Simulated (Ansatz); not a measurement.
in.yaml

```yaml
crystal:
  periodic: [false, false, false]
  atoms:
    - {symbol: Ge, position_ang: [0.000000, 0.000000, 0.000000]}
    - {symbol: Be, position_ang: [0.000000, 0.000000, 1.741000]}
basis:
  gaussian: {orbitals: cc-pVDZ}
magnetization: {spin_polarized: true, initial_magnetization: 2}
hamiltonian: {xc: {name: B3LYP}}
correlation: {method: bccd, electrons: outside_noble_gas}
scf: {omitted_lower_state_checks: [cluster_reference]}
```

```sh
$ ansatz run in.yaml --threads 1 --pin off --events-out ev --progress --plain --max-ram 2393MiB
```

Problem. Roughly how long does this take on 1 thread of Arm Neoverse V1, shared host, and how much host memory?

Solution. 6 s wall and 0.11 GiB.

```
these checks for a lower state are left out or cut short: cluster_reference
459 factors; integrals over basis functions are off by at most 1.0e-3 eV
mean field evaluation 1: about -56914.7803 eV, gradient 7.5e0 eV
mean field evaluation 2: about -56914.8315 eV, gradient 7.5e0 eV
mean field evaluation 4: about -56915.5310 eV, gradient 1.4e0 eV
mean field evaluation 8: about -56915.5539 eV, gradient 3.7e-2 eV
mean field evaluation 16: about -56915.5544 eV, gradient 7.6e-4 eV
mean field evaluation 32: about -56915.4324 eV, gradient 1.4e0 eV
mean field evaluation 64: about -56915.5437 eV, gradient 2.4e-1 eV
mean field -56915.55444960 eV, -2091.6080472744 hartree, gradient 2.6e-6 eV, S^2 2.013505; 8 other end points of the search recorded, 0 dependent functions left out
15 core orbitals not correlated: weight in the atoms' cores, before any rotation towards them, 0.999 or more for the frozen orbitals, at most 0.000 for the correlated occupied ones
reference -56866.60292605 eV, -2089.8091119643 hartree; 4, 2 occupied and 22, 24 virtual orbitals, 459 factors
second order -2.61034763 eV of doubles, -0.12635053 eV of singles
cycle   1  -3.01311781 eV  change   -2.8e-1 eV  update   8.9e-2
cycle   2  -3.14655200 eV  change   -1.3e-1 eV  update   3.8e-2
cycle   3  -3.22038046 eV  change   -7.4e-2 eV  update   2.3e-2
cycle   4  -3.22604407 eV  change   -5.7e-3 eV  update   1.0e-2
cycle   5  -3.23188858 eV  change   -5.8e-3 eV  update   6.5e-3
cycle   6  -3.23198581 eV  change   -9.7e-5 eV  update   3.8e-3
cycle   7  -3.23267747 eV  change   -6.9e-4 eV  update   2.2e-3
cycle   8  -3.23428757 eV  change   -1.6e-3 eV  update   1.4e-3
cycle   9  -3.23415538 eV  change    1.3e-4 eV  update   9.5e-4
cycle  10  -3.23469590 eV  change   -5.4e-4 eV  update   6.6e-4
cycle  11  -3.23506918 eV  change   -3.7e-4 eV  update   4.7e-4
cycle  12  -3.23518986 eV  change   -1.2e-4 eV  update   3.0e-4
cycle  13  -3.23515788 eV  change    3.2e-5 eV  update   1.6e-4
cycle  14  -3.23510233 eV  change    5.6e-5 eV  update   5.5e-5
cycle  15  -3.23513412 eV  change   -3.2e-5 eV  update   1.9e-5
cycle  16  -3.23513424 eV  change   -1.2e-7 eV  update   6.7e-6
WARN: the results are in doubt because among natural orbitals full CI differs from the method by -0.109 eV
Total energy: -56869.83806029 eV, -2089.9280009549 hartree
In doubt: among natural orbitals full CI differs from the method by -0.109 eV
Checks for a lower state left out: cluster_reference
```
